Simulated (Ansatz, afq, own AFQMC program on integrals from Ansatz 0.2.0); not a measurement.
# Where AFQMC and coupled cluster stand for BGe, quartet

```xyz
2

Ge    0.0000    0.0000    0.0000
B     0.0000    0.0000    1.9774
```

Basis cc-pVDZ. Noble-gas cores (and the filled d shells of Ga–Kr and In–Xe) are frozen. AFQMC by an in-house program on the Cholesky factors that Ansatz 0.2.0 writes for its CCSD(T) run. The CISD trial takes its coefficients from CCSD amplitudes. Released means that phaseless walkers are propagated on without the constraint, phases kept. Error bars are statistical, one sigma. No spin–orbit coupling.

Determinant: UHF, the one that the program's search chose, which needn't be the lowest solution. The geometry is a point of a scan.

Full CI on the same integrals is exact in this basis and with this determinant's frozen core.

Cautions: no relativity below Rb; no spin-orbit coupling; inner d shell frozen; lower spins were not checked; raised T1 diagnostic (T1 0.040, weight of the determinant 0.87, largest double 0.09); the released energies are still falling, so no released level is given (meV from the phaseless value at times in 1/Eh: -3 ± 3 at 0.24, -11.4 ± 2.1 at 0.51, -15.8 ± 1.9 at 0.99, -21.2 ± 1.4 at 1.62, -27.1 ± 2.0 at 2.40).

The T1 diagnostic is 0.0401, the weight of the determinant in the CISD state is 0.866 and the ⟨S²⟩ of the determinant is 3.755. The size of the correlated space is 7 electrons in 26 orbitals.

Reference: full CI, correlation energy -3.910 eV.

| level | E − E(reference) (meV) | share of correlation (%) |
| --- | --- | --- |
| HF | 3909.9 | 0.00 |
| MP2 | 1034.4 | 73.54 |
| CCSD | 251.9 | 93.56 |
| CCSD(T) | 64.8 | 98.34 |
| CCSDT | 16.0 | 99.59 |
| CCSDT(Q) | 1.6 | 99.96 |
| CCSDTQ | 0.9 | 99.98 |
| ph-AFQMC/HF | 193.6 ± 21.5 | 95.05 |
| ph-AFQMC/CISD | 35.5 ± 4.2 | 99.09 |

CCSDT and higher add their correlation energy to the determinant of the CCSD(T) run, since their own runs factorise the integrals more tightly (a shift of under 2 meV). A walk keeps the symmetry of its determinant, which the program's search chose and which needn't be the lowest solution, so a lower state of the same spin and another symmetry isn't excluded.
